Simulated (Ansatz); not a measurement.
**C2H3N3: up Jacob's ladder to CCSD(T)**

An exercise on one series of results from a longer session: the logs are not shown, and one member is left open.

Method: functionals in def2-TZVPP, the program's frozen cores in correlated methods; program: Ansatz 0.2.0, Gaussian basis.

Levels to be run: LDA (SPW92), PBE-D4, revPBE-D4, BLYP-D4, r2SCAN-D4, B97M-V, PBE0-D4, B3LYP-D4, r2SCANh-D4, r2SCAN0-D4, HSE06-D4, BHLYP-D4, CAM-B3LYP-D4, LC-ωPBE, ωB97X-V, ωB97M-V, B2PLYP, PBE-QIDH; CCSD(T)/def2-SVP; CCSD(T)/def2-TZVPP; MP2/def2-QZVPP; extrapolation to the limit; RPA on PBE.

## The geometry

All runs share one geometry, relaxed beforehand with PBE0-D4 in a triple-zeta def2 set.

SMILES `c1nc[nH]n1`, 8 atoms, charge 0, spin multiplicity 1.

Atoms are counted from 1 here; the program's logs count them from 0.

Bond lengths: C1–N2 1.355 Å, C1–N5 1.316 Å, C1–H6 1.079 Å, N2–C3 1.313 Å, C3–N4 1.340 Å, C3–H7 1.080 Å, N4–N5 1.340 Å, N4–H8 1.005 Å. Angles: N2–C1–N5 115.0°, N2–C1–H6 123.3°, N5–C1–H6 121.6°, C1–N2–C3 102.7°, N2–C3–N4 109.8°, N2–C3–H7 126.7°, N4–C3–H7 123.5°, C3–N4–N5 110.5°, C3–N4–H8 129.4°, N5–N4–H8 120.1°, C1–N5–N4 102.0°.

Set-up of the first run:

in.yaml reads:

```yaml
crystal:
  periodic: [false, false, false]
  atoms:
    - {symbol: C, position_ang: [-0.519380, 1.095951, -0.171611]}
    - {symbol: N, position_ang: [0.777508, 0.948371, 0.192102]}
    - {symbol: C, position_ang: [0.913910, -0.355966, 0.249802]}
    - {symbol: N, position_ang: [-0.246954, -0.947542, -0.064806]}
    - {symbol: N, position_ang: [-1.182280, -0.028464, -0.339426]}
    - {symbol: H, position_ang: [-0.988796, 2.056853, -0.316963]}
    - {symbol: H, position_ang: [1.810025, -0.900055, 0.507794]}
    - {symbol: H, position_ang: [-0.471832, -1.926347, -0.112692]}
basis:
  gaussian: {orbitals: def2-TZVPP}
hamiltonian: {xc: lda}
output: {orbitals: {seedname: orbitals}}
```

Steps of the session up to this table: LDA; PBE-D4 (GGA); revPBE-D4 (GGA); BLYP-D4 (GGA); r2SCAN-D4 (meta-GGA); B97M-V (meta-GGA); PBE0-D4 (hybrid); B3LYP-D4 (hybrid); r2SCANh-D4 (hybrid); r2SCAN0-D4 (hybrid); HSE06-D4 (hybrid); BHLYP-D4 (hybrid); CAM-B3LYP-D4 (range-separated); LC-ωPBE (range-separated); ωB97X-V (range-separated); ωB97M-V (range-separated); B2PLYP (double hybrid); PBE-QIDH (double hybrid).

One table of the session follows, with a row left open; its other results are not shown here.

It belongs to the step «Frontier levels by functional». 

```
  functional  HOMO (eV)  gap (eV)
 LDA (SPW92)      -6.69      5.44
      PBE-D4      -6.53      5.55
   revPBE-D4      -6.47      5.58
     BLYP-D4      -6.44      5.55
   r2SCAN-D4      -6.90      6.11
      B97M-V      -6.92      6.22
     PBE0-D4      -7.92      7.98
    B3LYP-D4          ?         ?
  r2SCANh-D4      -7.40      7.00
  r2SCAN0-D4      -8.05      8.22
    HSE06-D4      -7.51      7.19
    BHLYP-D4      -8.89     10.05
CAM-B3LYP-D4      -9.27     10.47
     LC-ωPBE     -10.66     13.05
     ωB97X-V     -10.24     12.59
     ωB97M-V     -10.15     12.39
```

**Question.** Estimate the row for B3LYP-D4.

Worked estimate for «HOMO (eV)». Against the share of exact exchange, BLYP-D4 (0, -6.44), BHLYP-D4 (0.5, -8.89) give a slope of -4.90 per unit share; at 0.2 the line stands at -7.42.

**Answer.** HOMO (eV): -7.70; gap (eV): 7.48. In «HOMO (eV)» the line misses by +0.28.
